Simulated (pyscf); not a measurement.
Single points on ωB97X-D3(BJ)/def2-SVP structures (PySCF, gas phase).

**Question.** Estimate the classical barrier height and the reaction energy of HO–Sb(OH)–F (SMILES [OH][Sb]([OH])[F]) + H₂O (SMILES O) → HO–Sb(OH)–OH (SMILES [OH][Sb]([OH])[OH]) + HF (SMILES F) at PBE0-D3(BJ)/def2-TZVP. The step runs on the singlet surface, breaks F–Sb, H–O and forms O–Sb, F–H; take the separated reactants as zero.

**Answer.** ΔE‡ = 18.4 kJ/mol, ΔE = +40.0 kJ/mol. ωB97M-D3(BJ)/def2-TZVP gives 27.4 kJ/mol and +43.1 kJ/mol. Zero-point energy shifts the barrier by +5.9 kJ/mol. It is a four-centre exchange, with an imaginary mode of 362i cm⁻¹. On the reactant side the descent ends in a bound adduct, 44.2 kJ/mol under the separated species and 68.2 kJ/mol under the saddle at ωB97X-D3(BJ)/def2-TZVP. On the product side the descent ends in a bound adduct, 51.4 kJ/mol under the separated species and 34.3 kJ/mol under the saddle at ωB97X-D3(BJ)/def2-TZVP. At PBE0-D3(BJ) the saddle lies under the separated products, which points to a path from their complex (located at ωB97X-D3(BJ) alone), and parting the products costs more than the saddle. This is the saddle that the search found; another between the same sides may lie lower. Elements past Kr carry the def2 core potentials, without spin-orbit coupling.
